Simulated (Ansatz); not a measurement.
The input, for Ansatz 0.2.0:

```yaml
crystal:
  periodic: [false, false, false]
  atoms:
    - {symbol: Si, position_ang: [0.000000, 0.000000, 0.780156]}
    - {symbol: C, position_ang: [0.000000, 0.000000, -3.059844]}
    - {symbol: H, position_ang: [0.000000, 0.000000, 2.279689]}
basis:
  gaussian: {orbitals: 6-31G}
magnetization: {spin_polarized: false, initial_magnetization: 1}
correlation: {method: sc_nevpt2, electrons: outside_noble_gas, active_space: {window: {electrons: 9, orbitals: 7}}}
output: {forces: true}
```

```sh
$ ansatz run in.yaml --threads 1 --pin off --events-out ev --progress --plain --max-ram 2393MiB
```

Output:

```
299 factors; integrals over basis functions are off by at most 2.0e-4 eV
mean field evaluation 1: about -8882.6846 eV, gradient 3.5e1 eV
mean field evaluation 2: about -8882.7037 eV, gradient 3.5e1 eV
mean field evaluation 4: about -8889.9863 eV, gradient 3.0e1 eV
mean field evaluation 8: about -8897.5148 eV, gradient 3.0e0 eV
mean field evaluation 16: about -8897.5695 eV, gradient 2.4e-3 eV
mean field evaluation 32: about -8897.5968 eV, gradient 4.4e-4 eV
mean field evaluation 64: about -8897.4725 eV, gradient 2.4e-7 eV
mean field evaluation 96: about -8897.4807 eV, gradient 1.3e-1 eV
mean field evaluation 128: about -8897.5885 eV, gradient 2.0e-1 eV
mean field evaluation 160: about -8897.5685 eV, gradient 2.8e-1 eV
mean field evaluation 192: about -8890.3019 eV, gradient 2.3e1 eV
mean field evaluation 224: about -8893.9829 eV, gradient 4.3e-1 eV
mean field evaluation 256: about -8897.5688 eV, gradient 2.7e-1 eV
mean field evaluation 288: about -8897.4725 eV, gradient 3.2e-7 eV
mean field -8897.59679183 eV, -326.9806510920 hartree, gradient 9.4e-8 eV, S^2 0.750000; 16 other end points of the search recorded, 0 dependent functions left out
reference -8897.59679183 eV, -326.9806510920 hartree; 11, 10 occupied and 13, 14 virtual orbitals, 299 factors
state -8900.50228223 eV, -327.0874258948 hartree
state -8900.50228223 eV, -327.0874258948 hartree; corrected -8901.50527796 eV, -327.1242853081 hartree
state -8900.48127241 eV, -327.0866537981 hartree
state -8900.48127241 eV, -327.0866537981 hartree; corrected -8901.44005942 eV, -327.1218885710 hartree
state -8900.50228223 eV, -327.0874258948 hartree; corrected -8901.50527796 eV, -327.1242853081 hartree
state -8900.34158123 eV, -327.0815202421 hartree
state -8900.34158123 eV, -327.0815202421 hartree; corrected -8901.40169749 eV, -327.1204787959 hartree
state -8900.50228223 eV, -327.0874258948 hartree; corrected -8901.50527796 eV, -327.1242853081 hartree
1 active orbitals were swapped for others, from the solution at -8900.48126339 eV, -327.0866534668 hartree to that at -8900.50197544 eV, -327.0874146205 hartree; typed "places" are swapped only where nearly empty or full, and so, without "given_window_search", are "orbital_numbers", "shells" and a window whose orbitals a file names under [Active]
the calculation of the forces begins
Total energy: -8901.50527796 eV, -327.1242853081 hartree
Atom 0 at     0.000000     0.000000     0.780156 Å, force     0.000000     0.000000    -1.038005 eV/Å
Atom 1 at     0.000000     0.000000    -3.059844 Å, force     0.000000    -0.000000     0.061962 eV/Å
Atom 2 at     0.000000     0.000000     2.279689 Å, force    -0.000000    -0.000000     0.976043 eV/Å
Dipole moment:    -0.000000    -0.000000     0.175582 e Å
```

Natural occupations: 2.0000 1.9997 1.9553 1.0510 1.0000 0.9491 0.0449.

Forces (eV/Å):
```
Si   0.000  0.000 -1.038
C    0.000  0.000  0.062
H    0.000  0.000  0.976
```

Ran on 1 thread of Arm Neoverse V1, shared host: 10 s wall, 0.21 GiB peak host memory.
